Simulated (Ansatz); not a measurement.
# SiNH4 (SMILES N[SiH2]): UCCSD(T)/STO-3G

Aim: the vertical electron affinity of SiNH4 at UCCSD(T)/STO-3G, from 2 runs. 

The results are computed with Ansatz 0.2.0.

45 further runs of the same task are left out: 45 set aside as unsound or not needed.

**1. The structure to begin with**

SiNH4: 6 atoms, total charge 0, spin state doublet. As SMILES, `N[SiH2]`. The shape is that of a PBE0-D4/def2-TZVP optimisation. This is one conformer, not always the lowest.

Bond lengths: N1–Si2 1.725 Å, N1–H3 1.008 Å, N1–H4 1.008 Å, Si2–H5 1.493 Å, Si2–H6 1.493 Å. Angles: N1–Si2–H5 107.3°, N1–Si2–H6 107.3°, Si2–N1–H3 119.9°, Si2–N1–H4 119.9°, H5–Si2–H6 110.5°, H3–N1–H4 110.9°.

**2. A single-point energy at UCCSD(T)/STO-3G**

File in.yaml:

```yaml
crystal:
  periodic: [false, false, false]
  atoms:
    - {symbol: "N", position_ang: [-0.062300, -0.863500, 0.020900]}
    - {symbol: Si, position_ang: [0.307400, 0.815300, 0.161600]}
    - {symbol: H, position_ang: [0.565000, -1.475900, -0.476400]}
    - {symbol: H, position_ang: [-0.503600, -1.346500, 0.787600]}
    - {symbol: H, position_ang: [0.657400, 1.307800, -1.204100]}
    - {symbol: H, position_ang: [-0.921600, 1.498900, 0.664300]}
basis:
  gaussian:
    orbitals: STO-3G
accuracy: high
scf:
  omitted_lower_state_checks: [cluster_reference, increment]
magnetization:
  spin_polarized: true
  initial_magnetization: 1
correlation:
  method: ccsd_t
  frozen_orbitals: {H: 0, "N": 1, Si: 5}
```

Command:

```sh
ansatz run in.yaml --threads 1 --pin off --max-ram 2610MiB --events-out events.jsonl --progress --plain --runs-dir runs
```

The program printed (excerpt; [...] marks lines left out):

```text
Warning: RAYON_NUM_THREADS=1 ignored (pool sized by the plan → 1); use --threads N
Functional definition: HF
  name "HF"
[...]
312 factors; integrals over basis functions are off by at most 1.1e-8 eV
[...]
mean field -9295.74960789 eV, -341.6124972047 hartree, gradient 1.8e-8 eV, S^2 0.751620; 0 other end points of the search recorded, 0 dependent functions left out
6 core orbitals not correlated: weight in the atoms' cores, before any rotation towards them, 1.000 or more for the frozen orbitals, at most 0.000 for the correlated occupied ones
reference -9295.74960789 eV, -341.6124972047 hartree; 7, 6 occupied and 5, 6 virtual orbitals, 312 factors
second order -2.08223729 eV of doubles, -0.00000000 eV of singles
cycle   1  -2.56705119 eV  change   -4.8e-1 eV  update   6.4e-2
[...]
cycle  20  -2.85314476 eV  change   -1.4e-9 eV  update  7.3e-10
perturbative correction -0.03357835 eV, -0.0012339816 hartree
Total energy: -9298.63633100 eV, -341.7185823222 hartree
Checks for a lower state left out: cluster_reference, increment
```

It took 0.18 s on 1 thread of Arm Neoverse V2, shared host.

**3. The singlet anion at the same level**

File input.yaml:

```yaml
basis:
  gaussian: {orbitals: STO-3G}
crystal:
  periodic: [false, false, false]
  atoms:
    - {symbol: N, position_ang: [-0.062300, -0.863500, 0.020900]}
    - {symbol: Si, position_ang: [0.307400, 0.815300, 0.161600]}
    - {symbol: H, position_ang: [0.565000, -1.475900, -0.476400]}
    - {symbol: H, position_ang: [-0.503600, -1.346500, 0.787600]}
    - {symbol: H, position_ang: [0.657400, 1.307800, -1.204100]}
    - {symbol: H, position_ang: [-0.921600, 1.498900, 0.664300]}
total_charge: -1
accuracy: high
scf: {omitted_lower_state_checks: [cluster_reference, increment]}
correlation: {method: ccsd_t, frozen_orbitals: {H: 0, "N": 1, Si: 5}}
```

Command:

```sh
ansatz run input.yaml --threads 1 --pin off --max-ram 2610MiB --events-out events.jsonl --progress --plain --runs-dir runs
```

The program printed (excerpt; [...] marks lines left out):

```text
Warning: RAYON_NUM_THREADS=1 ignored (pool sized by the plan → 1); use --threads N
[... 2 set-up lines as earlier in the session ...]
[...]
312 factors; integrals over basis functions are off by at most 1.1e-8 eV
[...]
mean field -9289.70579162 eV, -341.3903910533 hartree, gradient 2.3e-8 eV, S^2 0.000000; 0 other end points of the search recorded, 0 dependent functions left out
6 core orbitals not correlated: weight in the atoms' cores, before any rotation towards them, 1.000 or more for the frozen orbitals, at most 0.000 for the correlated occupied ones
reference -9289.70579162 eV, -341.3903910533 hartree; 7, 7 occupied and 5, 5 virtual orbitals, 312 factors
second order -1.93399913 eV of doubles, -0.00000000 eV of singles
cycle   1  -2.41735028 eV  change   -4.8e-1 eV  update   5.4e-2
[...]
cycle  18  -2.66208272 eV  change   -1.1e-9 eV  update  3.6e-10
perturbative correction -0.01830364 eV, -0.0006726463 hartree
Total energy: -9292.38617798 eV, -341.4888934353 hartree
Checks for a lower state left out: cluster_reference, increment
```

Wall time 0.12 s (1 thread of Arm Neoverse V2, shared host).

**4. Results**

Level: UCCSD(T)/STO-3G, 6 core orbitals frozen.

| quantity | value |
| --- | --- |
| doublet SiNH4: total energy | -341.71858 Eh |
| doublet SiNH4: correlation energy (6 core orbitals frozen) | -106.1 mEh |
| doublet SiNH4: (T) correction | -1.23 mEh |
| doublet SiNH4: ⟨S²⟩ of the reference determinant | 0.752 |
| doublet SiNH4: T1 diagnostic | 0.017 |
| singlet anion: total energy | -341.48889 Eh |
| singlet anion: correlation energy (6 core orbitals frozen) | -98.5 mEh |
| singlet anion: (T) correction | -0.67 mEh |
| singlet anion: T1 diagnostic | 0.007 |
| vertical electron affinity (to the singlet anion) | -6.250 eV |

In words: The anion lies 6.25 eV (144 kcal/mol) above the neutral: the electron isn't bound at this level, and such a value depends on the basis. Without diffuse functions anions come out too high. In a minimal basis such a difference can be off by several eV, whatever the method. The triples (doublet SiNH4) make up 1.2 % of the correlation energy. The triples (singlet anion) make up 0.7 % of the correlation energy.
